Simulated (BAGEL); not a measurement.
# singlet Si2H5O+: a chain of runs

We compute the energy (singlet Si2H5O+, HF/def2-SVP), then the energy (doublet Si2H5O, NEVPT2(3,3)/def2-SVP), then the energy (doublet Si2H5O, CASPT2(3,3)/def2-SVP) of H5OSi2. 

The results are computed with BAGEL 1.2.2.

3 further runs of the same task are left out: 3 set aside as unsound or not needed.

## Step 1: The structure to begin with

Si2H5O+: 8 atoms, total charge +1, spin state singlet. SMILES of the parent species: `O[SiH][SiH3]`. One bond was lengthened or shortened from a relaxed shape. That shape belongs to the parent species and isn't relaxed for this state.

Bond lengths: O1–Si2 1.657 Å, Si2–Si3 2.344 Å, O1–H4 0.815 Å, Si2–H5 1.490 Å, Si3–H6 1.488 Å, Si3–H7 1.491 Å, Si3–H8 1.489 Å. Angles: O1–Si2–Si3 114.2°, O1–Si2–H5 104.7°, Si3–Si2–H5 113.1°, Si2–O1–H4 116.9°, Si2–Si3–H6 108.0°, Si2–Si3–H7 114.5°, Si2–Si3–H8 108.6°, H6–Si3–H7 108.9°, H6–Si3–H8 108.7°, H7–Si3–H8 108.0°.

## Step 2: A single-point energy at HF/def2-SVP (density fitting with svp-jkfit) (run 1)

input.json reads:

```json
{ "bagel" : [

{
  "title" : "molecule",
  "basis" : "svp",
  "df_basis" : "svp-jkfit",
  "angstrom" : false,
  "geometry" : [
    { "atom" : "O", "xyz" : [ -2.00420195,  1.67691084, -3.19188160 ] },
    { "atom" : "Si", "xyz" : [ -0.07781514,  2.04654127, -0.75016647 ] },
    { "atom" : "Si", "xyz" : [  0.34510556, -1.55943412,  1.78697983 ] },
    { "atom" : "H", "xyz" : [ -3.41265641,  1.13081211, -2.89184789 ] },
    { "atom" : "H", "xyz" : [  2.35671902,  2.89370549, -1.88286831 ] },
    { "atom" : "H", "xyz" : [  2.00012770, -0.90294327,  3.96281049 ] },
    { "atom" : "H", "xyz" : [  1.42168254, -3.80102725,  0.46247078 ] },
    { "atom" : "H", "xyz" : [ -2.19544224, -2.26713656,  2.76963741 ] }
  ]
},
{ "title" : "hf", "charge" : 1 },
{ "title" : "print", "file" : "orbitals.molden", "orbitals" : true }

]}
```

Run with:

```console
BAGEL_NUM_THREADS=1 BAGEL input.json > input.out
```

Output:

```text
* using 1 threads per process

  ===============================================================
  ===============================================================

  *** Geometry ***

  { "atom" : "O", "xyz" : [     -2.004202,      1.676911,     -3.191882 ] },
  { "atom" : "Si", "xyz" : [     -0.077815,      2.046541,     -0.750166 ] },
  { "atom" : "Si", "xyz" : [      0.345106,     -1.559434,      1.786980 ] },
  { "atom" : "H", "xyz" : [     -3.412656,      1.130812,     -2.891848 ] },
  { "atom" : "H", "xyz" : [      2.356719,      2.893705,     -1.882868 ] },
  { "atom" : "H", "xyz" : [      2.000128,     -0.902943,      3.962810 ] },
  { "atom" : "H", "xyz" : [      1.421683,     -3.801027,      0.462471 ] },
  { "atom" : "H", "xyz" : [     -2.195442,     -2.267137,      2.769637 ] },

  Number of auxiliary basis functions:      423

  Since a DF basis is specified, we compute 2- and 3-index integrals:
    o Being stored without compression. Storage requirement is 0.019 GB

  Number of basis functions:       75
  Number of electrons      :       41

    * METHOD: MOLECULE                             0.16

  *** RHF ***

  === Nuclear Repulsion ===
   143.9209743695

      * DIIS with orbital gradients will be used.

  === RHF iteration (svp) ===
      0       -654.86752328          0.02138376           0.04
      1       -654.98864875          0.01615934           0.04
      2       -655.07615923          0.00166864           0.04
      3       -655.07810910          0.00035023           0.04
      4       -655.07820383          0.00008865           0.04
      5       -655.07821373          0.00002635           0.04
      6       -655.07821488          0.00000921           0.04
      7       -655.07821504          0.00000308           0.04
      8       -655.07821506          0.00000091           0.04
      9       -655.07821506          0.00000024           0.04
     10       -655.07821506          0.00000009           0.04
     11       -655.07821506          0.00000003           0.04
     12       -655.07821506          0.00000001           0.04
    * SCF iteration converged.

    * Permanent dipole moment:
           (    0.098505,    -0.792051,    -0.513632) a.u.

    * METHOD: HF                                   0.60

    * METHOD: PRINT                                0.01

  ===============================================================
```

Run time: 0.91 s. Hardware: 1 thread of Arm Neoverse V1, shared host; peak memory 0.095 GiB.

## Step 3: Doublet neutral Si2H5O: the energy at NEVPT2(3,3)/def2-SVP (density fitting with svp-jkfit) (run 2)

job.json reads:

```json
{ "bagel" : [

{
  "title" : "molecule",
  "basis" : "svp",
  "df_basis" : "svp-jkfit",
  "geometry" : [
    { "atom" : "O", "xyz" : [    -2.00420195,     1.67691084,    -3.19188160 ] },
    { "atom" : "Si", "xyz" : [    -0.07781514,     2.04654127,    -0.75016647 ] },
    { "atom" : "Si", "xyz" : [     0.34510556,    -1.55943412,     1.78697983 ] },
    { "atom" : "H", "xyz" : [    -3.41265641,     1.13081211,    -2.89184789 ] },
    { "atom" : "H", "xyz" : [     2.35671902,     2.89370549,    -1.88286831 ] },
    { "atom" : "H", "xyz" : [     2.00012770,    -0.90294327,     3.96281049 ] },
    { "atom" : "H", "xyz" : [     1.42168254,    -3.80102725,     0.46247078 ] },
    { "atom" : "H", "xyz" : [    -2.19544224,    -2.26713656,     2.76963741 ] }
  ]
},

{ "title" : "hf", "charge" : 1 },

{ "title" : "casscf", "nstate" : 1, "nact" : 3, "nclosed" : 19, "nspin" : 1, "active" : [12, 21, 28], "maxiter" : 200, "natocc" : true },

{
  "title" : "nevpt2",
  "nstate" : 1,
  "nact" : 3,
  "nclosed" : 19,
  "nspin" : 1,
  "active" : [12, 21, 28],
  "maxiter" : 200,
  "natocc" : true,
  "ncore" : 11
},

{ "title" : "print", "file" : "orbitals.molden", "orbitals" : true }

]}
```

Run with:

```console
BAGEL_NUM_THREADS=1 BAGEL job.json > job.out
```

Output:

```text
* using 1 threads per process

  ===============================================================
  ===============================================================

  *** Geometry ***

  { "atom" : "O", "xyz" : [     -2.004202,      1.676911,     -3.191882 ] },
  { "atom" : "Si", "xyz" : [     -0.077815,      2.046541,     -0.750166 ] },
  { "atom" : "Si", "xyz" : [      0.345106,     -1.559434,      1.786980 ] },
[... 4 lines of this table left out ...]
  { "atom" : "H", "xyz" : [     -2.195442,     -2.267137,      2.769637 ] },

  Number of auxiliary basis functions:      423

  Since a DF basis is specified, we compute 2- and 3-index integrals:
    o Being stored without compression. Storage requirement is 0.019 GB

[... 18 lines left out ...]
    * SCF iteration converged.
[... 1 line left out ...]
    * Permanent dipole moment:
[... 28 lines left out ...]
    * Second-order optimization converged. *
[... 13 lines left out ...]
     * ci vector, state   0, <S^2> = 0.7500
       2a.     0.9973831462
       .a2     0.0722188449

    * METHOD: CASSCF                               3.80

    * freezing 11 orbitals

  === DF-NEVPT2 calculation ===

    * 3-index integral transformation done
    * assembly done

      NEVPT2 correlation energy:   -0.3496150446      0.11

          (+0)     -0.2441849932
          (+0)'    -0.0359426975
          (+1)     -0.0123727107
          (+1)'    -0.0008074840
          (+2)     -0.0003232037
          (-1)     -0.0471711848
          (-1)'    -0.0007245289
          (-2)     -0.0080882418

      NEVPT2 total energy:       -655.7210428984

    * METHOD: NEVPT2                               0.18

    * METHOD: PRINT                                0.01

  ===============================================================
```

It took 5.1 s on 1 thread of Arm Neoverse V1, shared host; peak memory 0.14 GiB.

## Step 4: Doublet neutral Si2H5O: the energy at CASPT2(3,3)/def2-SVP (density fitting with svp-jkfit) (run 3)

input.json reads:

```json
{ "bagel" : [

{
  "title" : "molecule",
  "basis" : "svp",
  "df_basis" : "svp-jkfit",
  "geometry" : [
    { "atom" : "O", "xyz" : [    -2.00420195,     1.67691084,    -3.19188160 ] },
    { "atom" : "Si", "xyz" : [    -0.07781514,     2.04654127,    -0.75016647 ] },
    { "atom" : "Si", "xyz" : [     0.34510556,    -1.55943412,     1.78697983 ] },
    { "atom" : "H", "xyz" : [    -3.41265641,     1.13081211,    -2.89184789 ] },
    { "atom" : "H", "xyz" : [     2.35671902,     2.89370549,    -1.88286831 ] },
    { "atom" : "H", "xyz" : [     2.00012770,    -0.90294327,     3.96281049 ] },
    { "atom" : "H", "xyz" : [     1.42168254,    -3.80102725,     0.46247078 ] },
    { "atom" : "H", "xyz" : [    -2.19544224,    -2.26713656,     2.76963741 ] }
  ]
},

{ "title" : "hf", "charge" : 1 },

{ "title" : "casscf", "nstate" : 1, "nact" : 3, "nclosed" : 19, "nspin" : 1, "active" : [12, 21, 28], "maxiter" : 200, "natocc" : true },

{ "title" : "print", "file" : "orbitals.molden", "orbitals" : true },

{ "title" : "smith", "method" : "caspt2", "ms" : true, "xms" : true, "sssr" : true, "shift" : 0.2, "shift_imag" : true, "ncore" : 11 }

]}
```

Run with:

```console
BAGEL_NUM_THREADS=1 BAGEL input.json > input.out
```

Output:

```text
* using 1 threads per process

  ===============================================================
  ===============================================================

  *** Geometry ***

  { "atom" : "O", "xyz" : [     -2.004202,      1.676911,     -3.191882 ] },
  { "atom" : "Si", "xyz" : [     -0.077815,      2.046541,     -0.750166 ] },
  { "atom" : "Si", "xyz" : [      0.345106,     -1.559434,      1.786980 ] },
[... 4 lines of this table left out ...]
  { "atom" : "H", "xyz" : [     -2.195442,     -2.267137,      2.769637 ] },

  Number of auxiliary basis functions:      423

  Since a DF basis is specified, we compute 2- and 3-index integrals:
    o Being stored without compression. Storage requirement is 0.019 GB

[... 18 lines left out ...]
    * SCF iteration converged.
[... 1 line left out ...]
    * Permanent dipole moment:
[... 28 lines left out ...]
    * Second-order optimization converged. *
[... 13 lines left out ...]
     * ci vector, state   0, <S^2> = 0.7500
[... 16 lines left out ...]
    * Zeroth order energy : state  0       -1.9889774240
[... 4 lines left out ...]
       #      aibj      arbs      arbi      airj      risj      airs      arst      rist         Etot      error   time
[... 10 lines left out ...]
      ------------------------------------------------------------------------------------------------------------------

    * CASPT2 energy : state  0     -655.7269502878
        w/o shift correction       -655.7246636513
        reference weight              0.8880343262

    * METHOD: SMITH                                0.42

  ===============================================================
```

Wall time 5.4 s (1 thread of Arm Neoverse V1, shared host); peak memory 0.15 GiB.

## Step 5: What came out

```
                                   quantity          value
           run 1, HF/def2-SVP: total energy  -655.07822 Eh
            run 1, HF/def2-SVP: HOMO energy      -17.50 eV
            run 1, HF/def2-SVP: LUMO energy       -6.69 eV
          run 1, HF/def2-SVP: HOMO–LUMO gap       10.81 eV
doublet neutral Si2H5O, run 2: total energy  -655.72104 Eh
doublet neutral Si2H5O, run 3: total energy  -655.72695 Eh
```
